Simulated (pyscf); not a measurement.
**Four-centre exchange: HN=SiH₂ + NH₃ -> HN=SiH₂ + NH₃**

Gas phase, singlet surface, charge 0. Bonds broken: Si2–H4, N6–H7. Bonds formed: Si2–H7, H4–N6. Optimised with ωB97X-D3(BJ)/def2-SVP in PySCF. Correlated levels are frozen-core, on RHF or UHF. ΔMP2 is the change of the MP2 total energy from the triple- to the quadruple-zeta basis.

Transition state (Å):

```xyz
9

N      2.1179    -2.0997     0.2725
Si     1.3841    -0.6779    -0.0993
H      1.7199    -2.5227     1.1166
H     -0.9632     0.1305     0.6248
H      2.0456    -0.1339    -1.3619
N     -0.9920     0.8143     1.4295
H      0.0610     0.8617     1.5005
H     -1.4168     0.4033     2.2693
H     -1.4163     1.7143     1.1747
```

One imaginary mode, 620i cm⁻¹; descent along it reached the two sides named.

```csv
bond,change,reactant side (Å),saddle,product side
Si2–H4,breaks,1.492,2.586,4.6
N6–H7,breaks,1.021,1.056,2.6
Si2–H7,forms,4.6,2.585,1.489
H4–N6,forms,2.7,1.056,1.021
```

Electronic energies relative to the separated reactants (kcal/mol):

```tsv
level	barrier	reaction energy	reverse barrier
ωB97X-D3(BJ)/def2-TZVP	47.7	0.0	47.7
PBE/def2-TZVP	37.8	0.0	37.8
r²SCAN/def2-TZVP	43.7	0.0	43.7
B3LYP-D3(BJ)/def2-TZVP	43.8	0.0	43.8
PBE0-D3(BJ)/def2-TZVP	41.1	0.0	41.1
M06-2X/def2-TZVP	46.5	0.0	46.5
ωB97M-D3(BJ)/def2-TZVP	46.0	0.0	46.0
HF/def2-TZVP	57.2	0.0	57.2
MP2/def2-QZVPP	47.2	0.0	47.2
CCSD/def2-TZVPP	48.9	0.0	48.9
CCSD(T)/def2-TZVPP	46.6	0.0	46.6
CCSD(T)/def2-TZVPP + ΔMP2(QZVPP)	46.1	0.0	46.1
```

With CCSD(T)/def2-TZVPP + ΔMP2(QZVPP) energies and thermal terms (ideal gas, 1 atm, RRHO with modes under 100 cm⁻¹ raised to 100, one conformer, R ln 2 for chiral ones without a mode under 150 cm⁻¹), in kcal/mol:

```tsv
T (K)	ΔH‡	ΔG‡	ΔH	ΔG
298	48.3	56.7	0.0	0.0
600	48.3	65.2	0.0	0.0
900	48.5	73.7	0.0	0.0
1200	48.9	82.0	0.0	0.0
```

The reactants may also form a dative adduct at HN=SiH₂; it and routes through it were not searched. The products may also form a dative adduct at HN=SiH₂; it and routes through it were not searched. The same reactants have a lower exit, to H₂N–SiH₂–NH₂ (barrier -15.5 kcal/mol at ωB97M-D3(BJ)/def2-TZVP, against +46.0 kcal/mol here). HN=SiH₂ lies 18.2 kcal/mol over its isomer H₂N–SiH: [singlet] (electronic energy, ωB97M-D3(BJ)/def2-TZVP). This is the saddle that the search found; another between the same sides may lie lower. The CCSD(T) − MP2 part came from Ansatz, without density fitting, on the same reference.
